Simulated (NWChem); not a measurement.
System: methylamine (CH5N); SMILES NC

NWChem input:

```
start job
memory heap 200 mb stack 900 mb global 1100 mb
geometry units angstroms noautoz
  C     -0.007721     0.690034     0.000000
  N     -0.096730    -0.753659     0.000000
  H     -0.528114     1.096772    -0.881724
  H     -0.528114     1.096772     0.881724
  H      1.016671     1.119737     0.000000
  H      0.376435    -1.141446    -0.813320
  H      0.376435    -1.141446     0.813320
end
basis spherical
  * library def2-tzvpd
end
dft
  xc hfexch
  iterations 150
  mulliken
end
task dft energy
```

Excerpt of the output:

```
             Northwest Computational Chemistry Package (NWChem) 7.3.0
             --------------------------------------------------------

 CS  symmetry detected

                             Geometry "geometry" -> ""
                             -------------------------

 Output coordinates in angstroms (scale by  1.889725989 to convert to a.u.)

  No.       Tag          Charge          X              Y              Z
 ---- ---------------- ---------- -------------- -------------- --------------
    1 C                    6.0000    -0.00877574    -0.69584993     0.00000000
    2 N                    7.0000    -0.09442946     0.74804602     0.00000000
    3 H                    1.0000    -0.53011257    -1.10137747    -0.88172400
    4 H                    1.0000    -0.53011257    -1.10137747     0.88172400
    5 H                    1.0000     1.01461489    -1.12793238     0.00000000
    6 H                    1.0000     0.37963545     1.13473237    -0.81332000
    7 H                    1.0000     0.37963545     1.13473237     0.81332000

 Effective nuclear repulsion energy (a.u.)      42.0591357843

      Symmetry information
      --------------------

 Group name             Cs
 Group number              2
 Group order               2
 No. of unique centers     5

  xc_inp: hfexch multiplicative factor not found.

                                 NWChem DFT Module
                                 -----------------

 Summary of "ao basis" -> "ao basis" (spherical)
 ------------------------------------------------------------------------------
       Tag                 Description            Shells   Functions and Types
 ---------------- ------------------------------  ------  ---------------------
 C                         def2-tzvpd               13       37   6s3p3d1f
 N                         def2-tzvpd               13       37   6s3p3d1f
 H                         def2-tzvpd                5        9   3s2p

      Symmetry analysis of basis
      --------------------------

        a'         75
        a"         44

            General Information
            -------------------
          SCF calculation type: DFT
          Wavefunction type:  closed shell.
          No. of atoms     :     7
          No. of electrons :    18
           Alpha electrons :     9
            Beta electrons :     9
          Charge           :     0
          Spin multiplicity:     1
          Use of symmetry is: on ; symmetry adaption is: on
          Maximum number of iterations: 150
          AO basis - number of functions:   119
                     number of shells:    51
          Convergence on energy requested:  1.00D-06
          Convergence on density requested:  1.00D-05
          Convergence on gradient requested:  5.00D-04

              XC Information
              --------------
                     Hartree-Fock (Exact) Exchange  1.000

      Superposition of Atomic Density Guess
      -------------------------------------

 Sum of atomic energies:         -94.48193312

      Non-variational initial energy
      ------------------------------

 Total energy =     -95.651684
 1-e energy   =    -209.189167
 2-e energy   =      71.478347
 HOMO         =      -0.318104
 LUMO         =       0.039849

      Symmetry analysis of molecular orbitals - initial
      -------------------------------------------------

  Numbering of irreducible representations:

     1 a'          2 a"

  Orbital symmetries:

     1 a'          2 a'          3 a'          4 a'          5 a"
     6 a'          7 a'          8 a"          9 a'         10 a'
    11 a'         12 a"         13 a'         14 a"         15 a'
    16 a'         17 a'         18 a"         19 a'

     ---------------------------------------------
      Total Density - Mulliken Population Analysis
     ---------------------------------------------

    Atom       Charge   Shell Charges
 -----------   ------   -------------------------------------------------------
    1 C    6     6.45   0.86  1.12  0.54  0.66  0.12 -0.00  1.20  1.32  0.51  0.02  0.06  0.03  0.01
    2 N    7     7.69   0.82  1.16  0.57  0.83  0.15  0.02  1.57  1.82  0.71  0.01  0.03  0.00  0.00
    3 H    1     0.81   0.25  0.46  0.07  0.02  0.02
    4 H    1     0.81   0.25  0.46  0.07  0.02  0.02
    5 H    1     0.81   0.25  0.46  0.06  0.02  0.02
    6 H    1     0.71   0.23  0.35  0.08  0.03  0.01
    7 H    1     0.71   0.23  0.35  0.08  0.03  0.01

   convergence    iter        energy       DeltaE   RMS-Dens  Diis-err
 ---------------- ----- ----------------- --------- --------- ---------
 d= 0,ls=0.0,diis     1    -95.2245282651 -1.37D+02  4.54D-03  2.21D-01
 d= 0,ls=0.0,diis     2    -95.2499280876 -2.54D-02  8.37D-04  3.73D-02
 d= 0,ls=0.0,diis     3    -95.2538760115 -3.95D-03  4.59D-04  3.46D-03
 d= 0,ls=0.0,diis     4    -95.2543690937 -4.93D-04  1.17D-04  6.35D-05
 d= 0,ls=0.0,diis     5    -95.2543873491 -1.83D-05  5.57D-05  4.74D-06
  Resetting Diis
 d= 0,ls=0.0,diis     6    -95.2543892566 -1.91D-06  1.49D-05  3.53D-07
 d= 0,ls=0.0,diis     7    -95.2543894349 -1.78D-07  2.29D-06  2.85D-08

         Total DFT energy =      -95.254389434900
      One electron energy =     -211.479455982139
           Coulomb energy =       87.739181312063
    Exchange-Corr. energy =      -13.573250549156
 Nuclear repulsion energy =       42.059135784331

 Numeric. integr. density =        0.000000000000

                  Occupations of the irreducible representations
                  ----------------------------------------------

                     irrep           alpha         beta
                     --------     --------     --------
                     a'                7.0          7.0
                     a"                2.0          2.0

                       DFT Final Molecular Orbital Analysis
                       ------------------------------------

 Vector    7  Occ=2.000000D+00  E=-5.579559D-01  Symmetry=a'
              MO Center= -7.4D-02, -3.1D-01, -1.1D-14, r^2= 1.7D+00
   Bfn.  Coefficient  Atom+Function         Bfn.  Coefficient  Atom+Function
  ----- ------------  ---------------      ----- ------------  ---------------
    45     -0.221941  2 N  py                 7      0.213176  1 C  px
    48     -0.202615  2 N  py                 8      0.192128  1 C  py
    10      0.177134  1 C  px                11      0.158021  1 C  py
    76     -0.139405  3 H  s                 85     -0.139405  4 H  s
    51     -0.116876  2 N  py                94      0.111504  5 H  s

 Vector    8  Occ=2.000000D+00  E=-5.108932D-01  Symmetry=a"
              MO Center= -1.7D-01, -4.7D-01, -1.4D-14, r^2= 1.9D+00
   Bfn.  Coefficient  Atom+Function         Bfn.  Coefficient  Atom+Function
  ----- ------------  ---------------      ----- ------------  ---------------
     9      0.273109  1 C  pz                12      0.227009  1 C  pz
    15      0.205542  1 C  pz                76     -0.204426  3 H  s
    85      0.204426  4 H  s                 46     -0.165616  2 N  pz
    49     -0.142521  2 N  pz                75     -0.129588  3 H  s
    84      0.129588  4 H  s                103      0.125552  6 H  s

 Vector    9  Occ=2.000000D+00  E=-3.904352D-01  Symmetry=a'
              MO Center= -9.2D-02,  4.2D-01,  1.3D-15, r^2= 1.7D+00
   Bfn.  Coefficient  Atom+Function         Bfn.  Coefficient  Atom+Function
  ----- ------------  ---------------      ----- ------------  ---------------
    44      0.352494  2 N  px                47      0.333514  2 N  px
    50      0.275232  2 N  px                13     -0.267739  1 C  px
    42     -0.184526  2 N  s                 43     -0.182909  2 N  s
    95      0.183040  5 H  s                 41     -0.156588  2 N  s
    94     -0.157293  5 H  s                  7     -0.125271  1 C  px

 Vector   10  Occ=0.000000D+00  E= 7.692071D-02  Symmetry=a'
              MO Center=  3.4D-01, -6.0D-01,  1.1D-12, r^2= 1.0D+01
   Bfn.  Coefficient  Atom+Function         Bfn.  Coefficient  Atom+Function
  ----- ------------  ---------------      ----- ------------  ---------------
     5      5.849516  1 C  s                 77     -3.234915  3 H  s
    86     -3.234915  4 H  s                  6      3.183033  1 C  s
    42      1.540119  2 N  s                 95     -1.448692  5 H  s
   104     -1.404451  6 H  s                113     -1.404451  7 H  s
    14     -0.875389  1 C  py                13     -0.809813  1 C  px

 Vector   11  Occ=0.000000D+00  E= 1.062183D-01  Symmetry=a'
              MO Center=  2.5D-01,  2.8D-01, -4.3D-15, r^2= 1.1D+01
   Bfn.  Coefficient  Atom+Function         Bfn.  Coefficient  Atom+Function
  ----- ------------  ---------------      ----- ------------  ---------------
    43      7.596456  2 N  s                104     -3.680045  6 H  s
   113     -3.680045  7 H  s                 42      3.661526  2 N  s
     6     -3.078421  1 C  s                  5     -3.045396  1 C  s
    95      1.188427  5 H  s                 77      0.932009  3 H  s
    86      0.932009  4 H  s                110     -0.834290  6 H  pz

 Vector   12  Occ=0.000000D+00  E= 1.427937D-01  Symmetry=a"
              MO Center=  3.4D-01,  2.2D-01, -9.7D-13, r^2= 9.8D+00
   Bfn.  Coefficient  Atom+Function         Bfn.  Coefficient  Atom+Function
  ----- ------------  ---------------      ----- ------------  ---------------
    77      5.263944  3 H  s                 86     -5.263944  4 H  s
   104      4.300480  6 H  s                113     -4.300480  7 H  s
    15      3.609969  1 C  pz               110      1.798799  6 H  pz
   119      1.798799  7 H  pz                29      1.458573  1 C  d  1
    83      1.398604  3 H  pz                92      1.398604  4 H  pz

     ---------------------------------------------
      Total Density - Mulliken Population Analysis
     ---------------------------------------------

    Atom       Charge   Shell Charges
 -----------   ------   -------------------------------------------------------
    1 C    6     6.37   0.85  1.12  0.47  0.67  0.08  0.00  1.22  1.31  0.50  0.03  0.08  0.02  0.01
    2 N    7     7.50   0.82  1.16  0.51  0.86  0.15  0.04  1.49  1.74  0.72  0.01  0.04 -0.03  0.00
    3 H    1     0.84   0.27  0.50  0.04  0.02  0.02
    4 H    1     0.84   0.27  0.50  0.04  0.02  0.02
    5 H    1     0.85   0.27  0.50  0.04  0.02  0.02
    6 H    1     0.80   0.26  0.42  0.06  0.04  0.02
    7 H    1     0.80   0.26  0.42  0.06  0.04  0.02

     -------------------------------------------
      Total Density - Lowdin Population Analysis
     -------------------------------------------

    Atom       Charge   Shell Charges
 -----------   ------   -------------------------------------------------------
    1 C    6     6.20   0.91  1.04  0.33  0.28  0.12  0.07  1.06  1.31  0.44  0.03  0.33  0.25  0.04
    2 N    7     7.11   0.89  1.07  0.42  0.40  0.17  0.08  1.34  1.65  0.70  0.01  0.12  0.27  0.01
    3 H    1     0.94   0.25  0.36  0.12  0.05  0.16
    4 H    1     0.94   0.25  0.36  0.12  0.05  0.16
    5 H    1     0.94   0.25  0.36  0.12  0.05  0.15
    6 H    1     0.94   0.25  0.32  0.09  0.10  0.18
    7 H    1     0.94   0.25  0.32  0.09  0.10  0.18

     Multipole analysis of the density
     ---------------------------------

     L   x y z        total         alpha         beta         nuclear
     -   - - -        -----         -----         ----         -------
     0   0 0 0     -0.000000     -9.000000     -9.000000     18.000000

     1   1 0 0      0.529047      0.264523      0.264523     -0.000000
     1   0 1 0     -0.103495     -0.051747     -0.051747      0.000000
     1   0 0 1      0.000000      0.000000      0.000000      0.000000

     2   2 0 0    -11.379832     -9.158507     -9.158507      6.937181
     2   1 1 0      1.570644      0.022834      0.022834      1.524976
     2   1 0 1      0.000000      0.000000      0.000000      0.000000
     2   0 2 0    -10.549505    -28.657696    -28.657696     46.765887
     2   0 1 1     -0.000000     -0.000000     -0.000000      0.000000
     2   0 0 2     -9.411413     -9.844206     -9.844206     10.276999
```

Level: Hartree-Fock/def2-TZVPD. Geometry: optimised at PBE0/def2-SVP.
